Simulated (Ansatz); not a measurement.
CH₃F, charge +3, doublet, at a GFN2-xTB geometry of the parent state (a state made from the parent by changing its charge; the spin is typed, not shown lowest); SVWN5/cc-pVTZ in Ansatz (a quantum-chemistry and plane-wave program).

The Ansatz input:
Ansatz 0.2 input:
```yaml
crystal:
  periodic: [false, false, false]
  atoms:
    - {symbol: C, position_ang: [-0.57309101, 0.08399228, 0.11214081]}
    - {symbol: F, position_ang: [0.70399105, -0.11149350, -0.09491786]}
    - {symbol: H, position_ang: [-0.84497230, -0.07079984, 1.16789950]}
    - {symbol: H, position_ang: [-0.87922493, 1.08154650, -0.33862623]}
    - {symbol: H, position_ang: [-1.17317612, -0.51125881, -0.64785744]}
basis:
  gaussian:
    orbitals: cc-pVTZ
hamiltonian:
  xc: {name: SVWN5}
total_charge: 3
magnetization: {spin_polarized: true, initial_magnetization: 1}
```

Q: Write the output that Ansatz gives for this input, abridged.

A: 
```
Functional definition: SVWN5
490 factors; their error is unknown
mean field evaluation 1: about -3662.5903 eV, gradient 1.3e2 eV
mean field evaluation 2: about -3334.1605 eV, gradient 2.2e2 eV
mean field evaluation 4: about -3676.6120 eV, gradient 9.2e1 eV
mean field evaluation 8: about -3708.6515 eV, gradient 3.7e0 eV
mean field evaluation 16: about -3708.6819 eV, gradient 2.8e-3 eV
mean field evaluation 32: about -3707.6140 eV, gradient 1.1e0 eV
mean field -3708.68193091 eV, -136.2915471262 hartree, gradient 4.3e-5 eV, S^2 0.751840; 3 other end points of the search recorded, 0 dependent functions left out
reference -3708.68194399 eV, -136.2915476068 hartree; 8, 7 occupied and 94, 95 virtual orbitals, 490 factors
Total energy: -3708.68194399 eV, -136.2915476068 hartree
```
